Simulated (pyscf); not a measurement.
H₂C=CH–CH₃ + H• -> •H₂C–CH=CH₂ + H₂, a hydrogen abstraction (doublet surface; C–H broken, H–H formed). Single points on ωB97X-D3(BJ)/def2-SVP structures (PySCF, gas phase). Energies in eV from the separated reactants.

AM1 to PM7: differences of heats of formation from MOPAC, which are fitted to 298 K values and so differ in kind from electronic energies by zero-point and thermal terms. Open shells are spin-unrestricted. 

**Question.** In single points PM3 puts the saddle at -0.50 eV and the reaction energy at -1.71 eV. Should these be trusted to within a few kcal/mol? Compare with ωB97M-D3(BJ)/def2-TZVP.

**Answer.** ωB97M-D3(BJ)/def2-TZVP gives ΔE‡ = 0.37 eV and ΔE = -0.61 eV. PM3 lies 0.87 eV under it in the barrier and 1.11 eV under it in the reaction energy, so on this step it does not hold to within 0.13 eV. At PM3 this geometry lies under one side, so its ΔE‡ may be no barrier of that level. ωB97M-D3(BJ)/def2-TZVP has limits of its own. One saddle was located; it need not be the lowest between these sides. The angle at the transferred H is 177°.
